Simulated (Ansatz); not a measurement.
Compare A (`NC1(F)CO1`) with its isomer B (`N=C(F)CO`).

Isolated molecules relaxed with PBE0-D4/def2-TZVP in Ansatz; ΔE leaves out vibrations. CCSD(T)/CBS is the MP2 limit (def2-TZVPP, def2-QZVPP) plus CCSD(T) − MP2 in def2-TZVPP, frozen cores. This one scheme is used for every species. Functionals use def2-TZVPP. B3LYP here is the variant with VWN-RPA as its local correlation; programs differ in this. One conformer a species, not always the lowest.

Question: Which is lower in electronic energy at CCSD(T)/CBS, and by how much? (An estimate is asked.)

Answer: The calculation gave: B, by 60.8 kJ/mol.

Question: Give E(B) − E(A) in kJ/mol with ωB97M-V, B2PLYP, CCSD(T)/def2-TZVPP, HF/def2-TZVPP, B3LYP-D4, PBE-D4, MP2/def2-TZVPP. (Best estimate.)

Answer: Computed: ωB97M-V -54.6, B2PLYP -62.9, CCSD(T)/def2-TZVPP -60.5, HF/def2-TZVPP -70.2, B3LYP-D4 -65.0, PBE-D4 -51.6, MP2/def2-TZVPP -54.7. None reverses the order clearly.

Largest T1 diagnostic: 0.012.

From PBE to PBE0 (25 % exact exchange), in def2-TZVPP and without D4, E(B) − E(A) moves by +3.5 kJ/mol. In def2-TZVPP, CCSD(T) changes the Hartree–Fock value by +9.7 kJ/mol (the triples alone add −0.2 kJ/mol) and MP2 by +15.5 kJ/mol.
